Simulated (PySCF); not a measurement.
Cost of one run: geometry optimisation, `C#C` (C2H2).

Method: PBE0-D3(BJ)/def2-SVP geometry optimisation, gas phase (PySCF 2.14.0). Work: geometry optimisation from a GFN2-xTB start shaken at random, density fitting. The command runs a driver script over a list of jobs; the input below is this job's line of settings and its coordinates in Å.

Command:
```bash
OMP_NUM_THREADS=1 python probes_run.py task.json out
```

Input:
```
{"job": {"xc": "PBE0", "basis": "def2-SVP", "d3": "d3bj", "grid": 1, "shake": 0.01, "kind": "geom"}, "charge": 0, "multiplicity": 1}
C      0.560020    -0.031130     0.581310
C     -0.540140     0.003330     0.054000
H      1.463810    -0.019620     1.026620
H     -1.445700     0.022050    -0.405390
```

Hardware: one thread of an Arm Neoverse N1, shared host with 64 logical CPUs at a one-minute load of 58. PySCF's memory limit was set to 1200 MB.

The basis has 38 functions.

**Question.** Which is nearest to the wall time?
A. 3.4 s
B. 3.4 min
C. 27 s

**Answer.** A. The run took 3.4 s. The run took 6 energy-and-gradient evaluations and 38 SCF cycles, 0.57 s an evaluation on average.

**Question.** How much memory does it need at the peak?

**Answer.** About 0.25 GiB. Peak memory is the resident size of the whole Python process, interpreter and libraries included.

Other jobs ran on the host; a repeat could differ by tens of per cent or more.

The run converged: final energy -77.16959 Eh after 5 steps; dipole 0.00 D.
